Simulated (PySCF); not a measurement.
# Spin-rotation constants: acrylonitrile, C3H3N

Cartesian coordinates in Å; atom numbers follow the order of the lines, from 1:
```xyz
7

C    -0.1273    0.8474   -0.6039
C     0.4606   -0.1486    0.0485
C    -0.2645   -1.0841    0.8167
N    -0.8441   -1.8493    1.4432
H    -1.1956    0.9871   -0.5767
H     0.4417    1.5529   -1.1851
H     1.5324   -0.3005    0.0303
```

Level of theory: GIAO B97-2/aug-pcSseg-1 magnetisability, rotational g tensor and spin-rotation constants, non-relativistic, gas phase in PySCF. Geometry: GFN2-xTB.

Task: Give the nuclear spin-rotation constants along the inertial axes (H = +C I·J) beside the isotropic shieldings.

Result: Rotational constants 50.6222, 5.0816, 4.6180 GHz. A star marks the isotopologue with that one atom substituted, in its own axes.
```csv
atom,isotope,Caa (kHz),Cbb (kHz),Ccc (kHz),mean (kHz),σ (ppm)
N4,14N,3.079,1.036,1.020,1.712,-41.4
H5,1H,-4.891,0.498,-0.549,-1.647,25.3
H6,1H,4.246,-0.446,-0.543,1.086,25.5
H7,1H,-5.217,0.420,-0.517,-1.772,25.9
C1,13C*,21.851,2.170,0.572,8.197,42.9
C2,13C*,18.474,1.831,0.583,6.963,73.1
C3,13C*,1.367,2.116,2.100,1.861,65.2
```
For the geometry as given, no vibrational averaging.

Task: How do the rotational constants and the g tensor change when H5, H6, H7 are replaced by deuterium?

Result: Constants 34.7775, 4.6244, 4.0817 GHz; g -0.1391, -0.0454, -0.0170, against -0.2014, -0.0485, -0.0179 before.
